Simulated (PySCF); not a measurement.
PySCF input (HF/6-31+G*):

```python
import numpy as np, basis_set_exchange as bse
from pyscf import gto, scf, dft, df
from pyscf.prop.polarizability import rhf as pol

basis = {'C': gto.basis.parse(bse.get_basis('6-31+G*', elements=['C'], fmt='nwchem')), 'F': gto.basis.parse(bse.get_basis('6-31+G*', elements=['F'], fmt='nwchem')), 'H': gto.basis.parse(bse.get_basis('6-31+G*', elements=['H'], fmt='nwchem'))}
mol = gto.M(
    atom='''
    C     0.00053452    0.00126565    0.33943617
    H     0.00225136    0.00533085    1.42969220
    F     0.00598628    1.25541479   -0.13307438
    F     1.08434551   -0.63379114   -0.12772827
    F    -1.09093829   -0.62305973   -0.12434282
    ''',
    basis=basis,
    charge=0,
    verbose=4,
    max_memory=8640,
)
mf = scf.RHF(mol)
mf.conv_tol = 1e-9
mf.max_cycle = 100
print('smallest overlap eigenvalue', np.linalg.eigvalsh(mol.intor('int1e_ovlp'))[0])
mf.kernel()
dip = mf.dip_moment()
p = pol.Polarizability(mf)
p.max_cycle_cphf = 60
alpha = p.polarizability()
print('polarisability/bohr^3', alpha.trace() / 3)
```

Output:

```
PySCF version 2.14.0

[INPUT] verbose = 4
[INPUT] num. atoms = 5
[INPUT] num. electrons = 34
[INPUT] charge = 0
[INPUT] spin (= nelec alpha-beta = 2S) = 0
[INPUT] symmetry False subgroup None
[INPUT] Mole.unit = angstrom
[INPUT] Symbol           X                Y                Z      unit          X                Y                Z       unit  Magmom
[INPUT]  1 C      0.000534520000   0.001265650000   0.339436170000 AA    0.001010096408   0.002391731870   0.641441398071 Bohr   0.0
[INPUT]  2 H      0.002251360000   0.005330850000   1.429692200000 AA    0.004254453808   0.010073846511   2.701726700427 Bohr   0.0
[INPUT]  3 F      0.005986280000   1.255414790000  -0.133074380000 AA    0.011312429705   2.372390125828  -0.251474132396 Bohr   0.0
[INPUT]  4 F      1.084345510000  -0.633791140000  -0.127728270000 AA    2.049116038302  -1.197691674776  -0.241371448664 Bohr   0.0
[INPUT]  5 F     -1.090938290000  -0.623059730000  -0.124342820000 AA   -2.061574586901  -1.177412248945  -0.234973875356 Bohr   0.0

nuclear repulsion = 133.129740290281
number of shells = 34
number of NR pGTOs = 128
number of NR cGTOs = 74
basis = {'C': [[0, [3047.52488, 0.001834737132], [457.369518, 0.01403732281], [103.948685, 0.06884262226], [29.2101553, 0.2321844432], [9.28666296, 0.4679413484], [3.16392696, 0.3623119853]], [0, [7.86827235, -0.1193324198], [1.88128854, -0.1608541517], [0.544249258, 1.143456438]], [0, [0.1687144782, 1.0]], [0, [0.0438, 1.0]], [1, [7.86827235, 0.06899906659], [1.88128854, 0.316423961], [0.544249258, 0.7443082909]], [1, [0.1687144782, 1.0]], [1, [0.0438, 1.0]], [2, [0.8, 1.0]]], 'F': [[0, [7001.71309, 0.001819616901], [1051.36609, 0.01391607961], [239.28569, 0.06840532453], [67.3974453, 0.2331857601], [21.5199573, 0.4712674392], [7.4031013, 0.3566185462]], [0, [20.8479528, -0.1085069751], [4.80830834, -0.1464516581], [1.34406986, 1.128688581]], [0, [0.358151393, 1.0]], [0, [0.1076, 1.0]], [1, [20.8479528, 0.07162872424], [4.80830834, 0.3459121027], [1.34406986, 0.7224699564]], [1, [0.358151393, 1.0]], [1, [0.1076, 1.0]], [2, [0.8, 1.0]]], 'H': [[0, [18.73113696, 0.03349460434], [2.825394365, 0.2347269535], [0.6401216923, 0.8137573261]], [0, [0.1612777588, 1.0]]]}
ecp = {}
smallest overlap eigenvalue 0.004235440764450439

******** <class 'pyscf.scf.hf.RHF'> ********
method = RHF
initial guess = minao
damping factor = 0
level_shift factor = 0
DIIS = <class 'pyscf.scf.diis.CDIIS'>
diis_start_cycle = 1
diis_space = 8
diis_damp = 0
SCF conv_tol = 1e-09
SCF conv_tol_grad = None
SCF max_cycles = 100
direct_scf = True
direct_scf_tol = 1e-13
Set gradient conv threshold to 3.16228e-05
Initial guess from minao.
init E= -337.246747156074
  HOMO = -0.452883329321542  LUMO = 0.0841187865283612  gap/eV = 14.61257
cycle= 1 E= -336.635615846296  delta_E= 0.611  |g|= 0.832  |ddm|= 1.88
  HOMO = -0.637136704891195  LUMO = 0.0541370153686493  gap/eV = 18.81052
cycle= 2 E= -336.741946290949  delta_E= -0.106  |g|= 0.478  |ddm|= 0.757
  HOMO = -0.615034726706913  LUMO = 0.0722202055278167  gap/eV = 18.70116
cycle= 3 E= -336.779687517728  delta_E= -0.0377  |g|= 0.0553  |ddm|= 0.279
  HOMO = -0.601192929491993  LUMO = 0.0743799827633804  gap/eV = 18.38328
cycle= 4 E= -336.780570811214  delta_E= -0.000883  |g|= 0.0167  |ddm|= 0.0608
  HOMO = -0.604320557035908  LUMO = 0.0744495966973608  gap/eV = 18.47028
cycle= 5 E= -336.780689505662  delta_E= -0.000119  |g|= 0.0033  |ddm|= 0.0273
  HOMO = -0.604166697719907  LUMO = 0.0743958141045726  gap/eV = 18.46463
cycle= 6 E= -336.780695931372  delta_E= -6.43e-06  |g|= 0.000586  |ddm|= 0.00845
  HOMO = -0.604097250536968  LUMO = 0.0744748759979394  gap/eV = 18.46489
cycle= 7 E= -336.780696109174  delta_E= -1.78e-07  |g|= 0.000122  |ddm|= 0.00107
  HOMO = -0.604080935950516  LUMO = 0.0744804899849623  gap/eV = 18.46460
cycle= 8 E= -336.780696117746  delta_E= -8.57e-09  |g|= 2.09e-05  |ddm|= 0.000222
  HOMO = -0.604077677433366  LUMO = 0.0744816248536546  gap/eV = 18.46454
cycle= 9 E= -336.780696117991  delta_E= -2.45e-10  |g|= 4.85e-06  |ddm|= 4.12e-05
  HOMO = -0.604077592542986  LUMO = 0.0744817309294405  gap/eV = 18.46454
Extra cycle  E= -336.780696118003  delta_E= -1.22e-11  |g|= 2.02e-06  |ddm|= 7.25e-06
converged SCF energy = -336.780696118003
Dipole moment(X, Y, Z, Debye):  0.00307,  0.00728,  1.95161
Isotropic polarizability 14.5361428866
Polarizability anisotropy 0.857483593056
polarisability/bohr^3 14.536142886638673
```
